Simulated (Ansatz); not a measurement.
What does this script print? It uses the Python package of Ansatz (0.2.0).

The script reads `hmgo.xyz`:
```text
3

O    -0.32550   -0.54610   -0.24580
Mg    1.24590    0.16470    0.70260
H    -0.93130    0.31650   -0.47000
```

Script `hmgo.py`:
```python
"""Relaxed scan of one distance in HMgO."""

import ansatz as az
import numpy as np

BASIS_SET = "def2-SVP"
XC = "pbe"

system = az.Crystal.molecule_from_extxyz("hmgo.xyz")

base = (
    system.calculation()
    .basis(gaussian=BASIS_SET)
    .functional(XC)
    .spin("collinear", total=1)
)
symbols = [site.symbol for site in system.cartesian_sites]
pairs = [(0, 1), (0, 2)]
print("held (A)   E (eV)        ", "  ".join(f"{symbols[i]}{i}-{symbols[j]}{j}" for i, j in pairs))
for length in [1.81, 1.97, 2.13, 2.36, 2.66]:
    rep = base.relax(constraints=[az.DistanceConstraint((0, 1), at=length)], force_tolerance=0.02, max_steps=60).run(threads=1, backend="cpu").report
    xyz = np.array(rep["positions_ang"])
    print(f"{length:6.2f} {rep['free_energy_ev']:14.5f}  ", "  ".join(f"{np.linalg.norm(xyz[i] - xyz[j]):.3f}" for i, j in pairs))
```

```console
$ python hmgo.py
held (A)   E (eV)         O0-Mg1  O0-H2
DeckWarning: relax.constraints: the input's atoms, or those drawn, lie off the distances that are held; a relaxation that starts there is brought onto them ahead of its first SCF, by positions alone, [...]
  1.81    -7498.81661   1.810  0.967
  1.97    -7498.69312   1.970  0.974
  2.13    -7498.37842   2.130  0.978
  2.36    -7497.80876   2.360  0.980
  2.66    -7497.10856   2.660  0.983
```
(Warnings from the package without file and line, shortened, repeats left out.)

Reading the output:
- Total energies depend on the basis set; only differences at equal settings carry meaning.
- The energies are electronic: no zero-point or thermal terms, and the basis set is short of its limit.
- The run takes the species as open-shell (spin multiplicity 2), which needn't be its ground state.
- Run time: 40 s on 1 thread of Arm Neoverse V1, on a shared host, peak memory 0.19 GiB.
